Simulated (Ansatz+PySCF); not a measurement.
doublet Li₂(+): levels of theory in one basis

```csv
atom,x (Å),y (Å),z (Å)
Li,0.0000,0.0000,-1.5992
Li,0.0000,0.0000,1.5992
```

Basis set: cc-pCVTZ (spherical functions). All electrons are correlated. Correlation on ROHF uses semicanonical orbitals with singles. Charge 1, multiplicity 2.

Computed with Ansatz (development build ahead of 0.2.0); each method stands on the lowest determinant of its kind that the runs found.

```
      method  E − E(ROHF) (eV)  <S²> of the determinant
        ROHF              0.00                     0.75
    UHF-CCSD             -2.23                     0.75
ROHF-CCSD(T)             -2.23                        –
```

Problem. What does ROHF-MP2 give on the same scale?

Solution. -2.00 eV.

Problem. Is a single determinant a sound starting point here?

Solution. By this sign, yes. Unrestricted orbitals gain 0.00 eV and <S²> is 0.75 against 0.75 for a pure state.
